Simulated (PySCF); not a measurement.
# Magnesium: a sound run and one with changed settings

Sound run: Mg [Ne] 3s2, Mg⁺ [Ne] 3s1. All numbers are calculated (PySCF 2.14, scalar relativity by spin-free X2C-1e, in jorge-DZP-DKH). In the sound run the correlated levels freeze [Ne]. The sound run starts from symmetry-adapted Hartree-Fock orbitals and uses a fine grid where one is needed.

Changed run: no relativity, point nucleus. This setting is unsound on purpose.

```tsv
species	method	sound run (hartree)	changed run (hartree)	converged
Mg	UHF	-199.91307	-199.57202	yes
Mg	M06-L	-200.35719	-200.01452	yes
Mg	LDA	-199.42958	-199.09262	yes
Mg	MP2	-199.93396	-199.59292	yes
Mg	CCSD(T)	-199.94581	-199.60481	yes
Mg⁺	UHF	-199.67014	-199.32952	yes
Mg⁺	M06-L	-200.08053	-199.73837	yes
Mg⁺	LDA	-199.14519	-198.80873	yes
```

Ionisation energy of Mg:

```
 method  sound run (eV)  changed run (eV)
    UHF           6.610             6.599
  M06-L           7.528             7.515
    LDA           7.739             7.725
    MP2           7.179             7.168
SCS-MP2           7.293             7.281
   CCSD           7.501             7.491
CCSD(T)           7.501             7.491
  CCSDT           7.501             7.491
    FCI           7.501             7.491
```

Most of the change in total energy is the relativistic energy itself. On top of that the contraction fixes the core shape for the Hamiltonian it was made with, so the changed run is not a good calculation with the other Hamiltonian either.

For comparison, NIST gives 7.646 eV between the lowest levels.
